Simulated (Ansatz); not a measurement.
A calculation with Ansatz (development build ahead of 0.2.0).

```yaml
crystal:
  periodic: [false, false, false]
  atoms:
    - { symbol: C, position_ang: [0.32622, 0.34053, -0.25723] }
    - { symbol: C, position_ang: [-1.12953, 0.52108, 0.11109] }
    - { symbol: O, position_ang: [0.74652, -0.91694, 0.18145] }
    - { symbol: H, position_ang: [0.92588, 1.13425, 0.20351] }
    - { symbol: H, position_ang: [0.4482, 0.43518, -1.34261] }
    - { symbol: H, position_ang: [-1.49344, 1.49627, -0.21765] }
    - { symbol: H, position_ang: [-1.73831, -0.25354, -0.35706] }
    - { symbol: H, position_ang: [-1.2593, 0.44729, 1.19163] }
    - { symbol: H, position_ang: [1.65399, -1.04982, -0.03921] }
basis:
  gaussian: { orbitals: def2-SVP }
total_charge: 1
magnetization:
  spin_polarized: true
  initial_magnetization: 1
hamiltonian:
  xc: hf
output:
  forces: true
```

The input is written out in the form of the current development build from the run's settings.

The run gave:

```
Converged                       : yes
Total energy                    : -153.61611 hartree
Spin squared of the determinant : 0.761
Stability test                  : minimum
```

Forces (eV/Å):
```csv
atom,Fx,Fy,Fz
C1,-2.417,2.126,-0.216
C2,-0.274,-0.286,0.215
O3,-0.461,-0.170,0.220
H4,0.649,-0.521,0.132
H5,0.602,-0.588,-0.017
H6,0.179,-0.083,-0.018
H7,-0.021,0.095,-0.041
H8,-0.020,0.098,-0.035
H9,1.764,-0.672,-0.242
```
